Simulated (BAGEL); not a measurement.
# HF/STO-3G (density fitting with qzvpp-jkfit) run of C2HClOS (SMILES S=C1OC1Cl)

What is the vertical singlet–triplet gap of C2HClOS at HF/STO-3G (density fitting with qzvpp-jkfit)? 

Program for the calculation: BAGEL 1.2.2.

2 further runs of the same task are left out: 2 set aside as unsound or not needed.

## (1) The structure to begin with

C2HClOS: 6 atoms, total charge 0, spin state singlet. SMILES: `S=C1OC1Cl`. Geometry: relaxed at PBE0-D4/def2-TZVP.

Bond lengths: S1–C2 1.584 Å, C2–O3 1.331 Å, C2–C4 1.440 Å, O3–C4 1.460 Å, C4–Cl5 1.726 Å, C4–H6 1.084 Å. Angles: S1–C2–O3 140.6°, S1–C2–C4 155.9°, O3–C2–C4 63.4°, C2–O3–C4 61.9°, C2–C4–O3 54.7°, C2–C4–Cl5 121.4°, O3–C4–Cl5 116.7°, C2–C4–H6 122.4°, O3–C4–H6 114.3°, Cl5–C4–H6 113.2°.

## (2) A single-point energy at HF/STO-3G (density fitting with qzvpp-jkfit)

input.json reads:

```json
{ "bagel": [

{
  "title": "molecule",
  "basis": "sto-3g",
  "df_basis": "qzvpp-jkfit",
  "angstrom": true,
  "geometry": [
    { "atom": "S", "xyz": [   -0.684100,   -1.636300,    1.568100 ] },
    { "atom": "C", "xyz": [   -0.411400,   -0.600000,    0.400900 ] },
    { "atom": "O", "xyz": [   -1.050600,    0.045600,   -0.571900 ] },
    { "atom": "C", "xyz": [    0.376000,    0.301100,   -0.399600 ] },
    { "atom": "Cl", "xyz": [    0.818900,    1.865800,    0.178800 ] },
    { "atom": "H", "xyz": [    0.993200,   -0.040200,   -1.222400 ] }
  ]
},
{ "title": "hf" },
{ "title": "print", "file": "orbitals.molden", "orbitals": true }

]}
```

On the command line:

```sh
$ BAGEL_NUM_THREADS=1 BAGEL input.json > input.out
```

Log:

```text
* using 1 threads per process

  ===============================================================
  ===============================================================

  *** Geometry ***

  { "atom" : "S", "xyz" : [     -1.292762,     -3.092159,      2.963280 ] },
  { "atom" : "C", "xyz" : [     -0.777433,     -1.133836,      0.757591 ] },
  { "atom" : "O", "xyz" : [     -1.985346,      0.086172,     -1.080734 ] },
  { "atom" : "C", "xyz" : [      0.710537,      0.568997,     -0.755135 ] },
  { "atom" : "Cl", "xyz" : [      1.547497,      3.525851,      0.337883 ] },
  { "atom" : "H", "xyz" : [      1.876876,     -0.075967,     -2.310001 ] },

  Number of auxiliary basis functions:      501

  Since a DF basis is specified, we compute 2- and 3-index integrals:
    o Being stored without compression. Storage requirement is 0.005 GB

  Number of basis functions:       34
  Number of electrons      :       54

    * METHOD: MOLECULE                             0.31

  *** RHF ***

  === Nuclear Repulsion ===
   248.8659556033

      * DIIS with orbital gradients will be used.

  === RHF iteration (sto-3g) ===
      0       -996.67527137          0.02322674           0.04
      1       -996.80301140          0.01610891           0.04
      2       -996.89047910          0.00182575           0.04
      3       -996.89271808          0.00092820           0.04
      4       -996.89332544          0.00028721           0.04
      5       -996.89344955          0.00011403           0.04
      6       -996.89346306          0.00003106           0.04
      7       -996.89346409          0.00000871           0.04
      8       -996.89346417          0.00000322           0.04
      9       -996.89346418          0.00000169           0.04
     10       -996.89346418          0.00000070           0.04
     11       -996.89346418          0.00000037           0.04
     12       -996.89346418          0.00000019           0.04
     13       -996.89346418          0.00000009           0.04
     14       -996.89346418          0.00000003           0.04
     15       -996.89346418          0.00000001           0.04
    * SCF iteration converged.

    * Permanent dipole moment:
           (   -0.237404,     0.470052,     0.331844) a.u.

    * METHOD: HF                                   0.82

    * METHOD: PRINT                                0.01

  ===============================================================
```

Run time: 1.3 s. Hardware: 1 thread of Arm Neoverse N1, shared host; peak memory 0.081 GiB.

## (3) The triplet, same level

hf.json reads:

```json
{ "bagel" : [

{
  "title" : "molecule",
  "basis" : "sto-3g",
  "df_basis" : "qzvpp-jkfit",
  "angstrom" : "true",
  "geometry" : [
    { "atom" : "S", "xyz" : [   -0.684100,   -1.636300,    1.568100 ] },
    { "atom" : "C", "xyz" : [   -0.411400,   -0.600000,    0.400900 ] },
    { "atom" : "O", "xyz" : [   -1.050600,    0.045600,   -0.571900 ] },
    { "atom" : "C", "xyz" : [    0.376000,    0.301100,   -0.399600 ] },
    { "atom" : "Cl", "xyz" : [    0.818900,    1.865800,    0.178800 ] },
    { "atom" : "H", "xyz" : [    0.993200,   -0.040200,   -1.222400 ] }
  ]
},
{ "title" : "uhf", "nopen" : 2 },
{ "title" : "print", "file" : "orbitals.molden", "orbitals" : "true" }

]}
```

On the command line:

```sh
$ BAGEL_NUM_THREADS=1 BAGEL hf.json > hf.out
```

Log:

```text
* using 1 threads per process

  ===============================================================
  ===============================================================

  *** Geometry ***

  { "atom" : "S", "xyz" : [     -1.292762,     -3.092159,      2.963280 ] },
  { "atom" : "C", "xyz" : [     -0.777433,     -1.133836,      0.757591 ] },
  { "atom" : "O", "xyz" : [     -1.985346,      0.086172,     -1.080734 ] },
  { "atom" : "C", "xyz" : [      0.710537,      0.568997,     -0.755135 ] },
  { "atom" : "Cl", "xyz" : [      1.547497,      3.525851,      0.337883 ] },
  { "atom" : "H", "xyz" : [      1.876876,     -0.075967,     -2.310001 ] },

  Number of auxiliary basis functions:      501

  Since a DF basis is specified, we compute 2- and 3-index integrals:
    o Being stored without compression. Storage requirement is 0.005 GB

  Number of basis functions:       34
  Number of electrons      :       54

    * METHOD: MOLECULE                             0.32

  *** Open-shell HF ***

  === Nuclear Repulsion ===
   248.8659556033

      * DIIS with orbital gradients will be used.

  === UHF iteration (sto-3g) ===
      0       -996.64416557          0.03752621           0.09
      1       -996.78799156          0.01897796           0.10
      2       -996.82408259          0.00862177           0.10
      3       -996.83252448          0.00221652           0.09
      4       -996.83560616          0.00064605           0.09
      5       -996.83602263          0.00024884           0.08
      6       -996.83616158          0.00009418           0.09
      7       -996.83620003          0.00004594           0.09
      8       -996.83621717          0.00002664           0.08
      9       -996.83622226          0.00002141           0.08
     10       -996.83622513          0.00001841           0.09
     11       -996.83622665          0.00001575           0.08
     12       -996.83622677          0.00000962           0.08
     13       -996.83622654          0.00000677           0.08
     14       -996.83622723          0.00000468           0.08
     15       -996.83622813          0.00000254           0.09
     16       -996.83622843          0.00000156           0.09
     17       -996.83622851          0.00000102           0.09
     18       -996.83622854          0.00000066           0.09
     19       -996.83622855          0.00000035           0.09
     20       -996.83622855          0.00000024           0.10
     21       -996.83622855          0.00000021           0.10
     22       -996.83622855          0.00000018           0.10
     23       -996.83622855          0.00000013           0.10
     24       -996.83622855          0.00000009           0.10
     25       -996.83622855          0.00000005           0.09
     26       -996.83622855          0.00000003           0.09
     27       -996.83622855          0.00000002           0.08
     28       -996.83622855          0.00000001           0.08
    * SCF iteration converged.

    * S^2 (UHF) is 2.0083

    * Permanent dipole moment:
           (   -0.116023,     0.910836,    -0.098898) a.u.

    * METHOD: UHF                                  2.80

    * METHOD: PRINT                                0.01

  ===============================================================
```

Run time: 3.3 s. Hardware: 1 thread of Arm Neoverse N1, shared host; peak memory 0.081 GiB.

## (4) Outcome

Level: HF/STO-3G (density fitting with qzvpp-jkfit).

| quantity | value |
| --- | --- |
| singlet: total energy | -996.89346 Eh |
| singlet: dipole moment | 1.58 D |
| singlet: HOMO energy | -7.21 eV |
| singlet: LUMO energy | 5.20 eV |
| singlet: HOMO–LUMO gap | 12.41 eV |
| triplet: total energy | -996.83623 Eh |
| triplet: dipole moment | 2.35 D |
| triplet: ⟨S²⟩ | 2.008 |
| vertical energy of the triplet above the singlet | 1.557 eV |

In words: At this shape the triplet lies 1.56 eV (36 kcal/mol) above the singlet. In a minimal basis such a difference can be off by several eV, whatever the method.
